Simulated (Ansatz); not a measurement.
# BSiF (quintet): wave-function methods side by side, cc-pVDZ

Aim: climb from Hartree-Fock through coupled cluster and multireference methods for BSiF (quintet) at one geometry and basis, and see what each rung misses.

Program: Ansatz 0.2.0, Gaussian basis. Level of theory: cc-pVDZ, core rule «outside noble gas», up to 7 orbitals frozen. These are calculated values, not measurements.

Plan: UHF; CCSD(T) on ROHF; CCSD(T) on UHF; BCCD(T) on ROHF; CISD as a restricted active space (open shells left free, so some higher excitations enter); CCSDT(Q) on ROHF; CCSDT(Q) on UHF; CASSCF and MRCISD+Q, 12 electrons in 11 orbitals; CASSCF and NEVPT4(SD), 12 electrons in 11 orbitals; CASSCF and NEVPT2, 12 electrons in 11 orbitals.

32 further runs of the same task are left out: 2 for a known fault of the program, 12 that didn't finish, 18 set aside as unsound or not needed. Runs told in other sessions of the task aren't counted.

### Step 1. The system

The geometry is a PBE0/def2-TZVP stationary point (not a proven minimum) of the parent state, kept for this charge and spin.

3 atoms, charge 0, spin multiplicity 5.

Atoms are counted from 1 here; the program's logs count them from 0.

Bond lengths: F1–B2 1.280 Å, B2–Si3 1.896 Å. Angles: F1–B2–Si3 180.0°.

As a file:

```xyz
3
BFSi
F     0.0000    0.0000    1.4854
B     0.0000    0.0000    0.2051
Si    0.0000    0.0000   -1.6905
```

### Step 2. UHF

File in.yaml:

```yaml
crystal:
  periodic: [false, false, false]
  atoms:
    - {symbol: F, position_ang: [0.000000, 0.000000, 1.485424]}
    - {symbol: B, position_ang: [0.000000, 0.000000, 0.205103]}
    - {symbol: Si, position_ang: [0.000000, 0.000000, -1.690526]}
basis:
  gaussian: {orbitals: cc-pVDZ}
magnetization: {spin_polarized: true, initial_magnetization: 4}
hamiltonian: {xc: hf}
output: {orbitals: {seedname: orbitals}}
```

The run is started by

```console
> ansatz run in.yaml --threads 1 --pin off --events-out ev --progress --plain --max-ram 2393MiB
```

After this run come: CCSD(T) on ROHF; CCSD(T) on UHF; BCCD(T) on ROHF; CISD as a restricted active space (open shells left free, so some higher excitations enter); CCSDT(Q) on ROHF; CCSDT(Q) on UHF; CASSCF and MRCISD+Q, 12 electrons in 11 orbitals; CASSCF and NEVPT4(SD), 12 electrons in 11 orbitals; CASSCF and NEVPT2, 12 electrons in 11 orbitals.

Q: Predict the results of all the runs planned. Wanted: UCCSDT(Q) from the RHF energy; RMP2 from UCCSDT(Q); UMP2 from UCCSDT(Q); RCCSD from UCCSDT(Q); RCCSD(T) from UCCSDT(Q); UCCSD(T) from UCCSDT(Q); RCCSDT(Q) from UCCSDT(Q); NEVPT2 valence from UCCSDT(Q); NEVPT4(SD) valence from UCCSDT(Q).

**Answer**, as computed:

```
                         quantity                      value
    UCCSDT(Q) from the ROHF energy                 -8.6543 eV
              RMP2 from UCCSDT(Q)            +19.61 kcal/mol
              UMP2 from UCCSDT(Q)            +20.00 kcal/mol
             RCCSD from UCCSDT(Q)             +5.84 kcal/mol
          RCCSD(T) from UCCSDT(Q)             +1.08 kcal/mol
          UCCSD(T) from UCCSDT(Q)             +1.07 kcal/mol
         RCCSDT(Q) from UCCSDT(Q)             +0.08 kcal/mol
    NEVPT2 valence from UCCSDT(Q)            +27.61 kcal/mol
NEVPT4(SD) valence from UCCSDT(Q)             +5.01 kcal/mol
  MRCISD+Q valence from UCCSDT(Q)             +3.23 kcal/mol
levels within 1 kcal/mol (43 meV)  RCCSDT, UCCSDT, RCCSDT(Q)
                    T1 diagnostic                      0.027
   effectively unpaired electrons                       4.01
```

**Reading.** RCCSD(T) lands +1.08 kcal/mol from the yardstick (0.5 % of the correlation energy). One determinant dominates. Of the multireference levels listed MRCISD+Q valence comes nearest in total energy (+3.23 kcal/mol), which doesn't show that its space is the better one. These misses are within one basis, not against nature; the frozen cores of restricted and unrestricted runs differ, which can shift their rows.

With open shells the CI space here admits some higher excitations, so it is larger than plain CISD.
